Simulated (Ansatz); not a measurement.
# CH (doublet): wave-function methods side by side, STO-3G

Aim: climb from Hartree-Fock through coupled cluster and multireference methods for CH (doublet) at one geometry and basis, and see what each rung misses.

The runs use Ansatz 0.2.0, Gaussian basis; STO-3G, core rule «outside noble gas», up to 1 orbitals frozen.

The runs, in order: UHF; CCSD(T) on ROHF; CCSD(T) on UHF; BCCD(T) on ROHF; CISD; CCSDT(Q) on ROHF; CCSDT(Q) on UHF; CISDTQ; CCSDTQ on ROHF; CCSDTQ on UHF; CASSCF and MRCISD+Q, 5 electrons in 5 orbitals; CASSCF and NEVPT2, 5 electrons in 5 orbitals; Full CI; Full CI in the symmetry of the determinant.

38 further runs of the same task are left out: 38 set aside as unsound or not needed.

**1. What is computed**

The geometry is an MP2(full)/6-31G* stationary point (not a proven minimum).

2 atoms, charge 0, spin multiplicity 2.

Atoms are counted from 1 here; the program's logs count them from 0.

Bond lengths: C1–H2 1.121 Å.

As a file:

```xyz
2

C     0.00000    0.00000    0.00000
H     0.00000    0.00000    1.12052
```

**2. UHF**

File in.yaml:

```yaml
crystal:
  periodic: [false, false, false]
  atoms:
    - {symbol: C, position_ang: [0.000000, 0.000000, 0.000000]}
    - {symbol: H, position_ang: [0.000000, 0.000000, 1.120520]}
basis:
  gaussian: {orbitals: STO-3G}
magnetization: {spin_polarized: true, initial_magnetization: 1}
hamiltonian: {xc: hf}
output: {orbitals: {seedname: orbitals}}
```

Launch:

```bash
> ansatz run in.yaml --threads 1 --pin off --events-out ev --progress --plain --max-ram 5120MiB --backend cpu
```

After this run come: CCSD(T) on ROHF; CCSD(T) on UHF; BCCD(T) on ROHF; CISD; CCSDT(Q) on ROHF; CCSDT(Q) on UHF; CISDTQ; CCSDTQ on ROHF; CCSDTQ on UHF; CASSCF and MRCISD+Q, 5 electrons in 5 orbitals; CASSCF and NEVPT2, 5 electrons in 5 orbitals; Full CI; Full CI in the symmetry of the determinant.

Before running them: what should the planned runs give, taken together? Wanted: FCI below the RHF energy; RMP2 from FCI; UMP2 from FCI; RCCSD from FCI; RCCSD(T) from FCI; UCCSD(T) from FCI; RCCSDT(Q) from FCI; UCCSDT(Q) from FCI; NEVPT2 valence from FCI.

The runs gave:

| quantity | value |
| --- | --- |
| FCI below the RHF energy | -1.1518 eV |
| RMP2 from FCI | +49.4 kJ/mol |
| UMP2 from FCI | +48.6 kJ/mol |
| RCCSD from FCI | +0.2 kJ/mol |
| RCCSD(T) from FCI | +0.2 kJ/mol |
| UCCSD(T) from FCI | +0.1 kJ/mol |
| RCCSDT(Q) from FCI | 0.0 kJ/mol |
| UCCSDT(Q) from FCI | 0.0 kJ/mol |
| NEVPT2 valence from FCI | -0.1 kJ/mol |
| MRCISD+Q valence from FCI | -0.1 kJ/mol |
| levels within 1 kcal/mol (43 meV) | CISD, RCCSD, UCCSD, RCCSD(T), UCCSD(T), BCCD(T), RCCSDT, UCCSDT, CISDTQ, RCCSDT(Q), UCCSDT(Q), RCCSDTQ, UCCSDTQ, CASSCF valence, NEVPT2 valence, MRCISD valence, MRCISD+Q valence |
| T1 diagnostic | 0.010 |
| effectively unpaired electrons | 1.04 |

RCCSD(T) lands +0.2 kJ/mol from the yardstick (0.1 % of the correlation energy). One determinant dominates. Of the multireference levels listed NEVPT2 valence comes nearest in total energy (-0.1 kJ/mol), which doesn't show that its space is the better one. Coupled cluster took another determinant than the lowest Hartree-Fock one. These misses are within one basis, not against nature; the frozen cores of restricted and unrestricted runs differ, which can shift their rows.
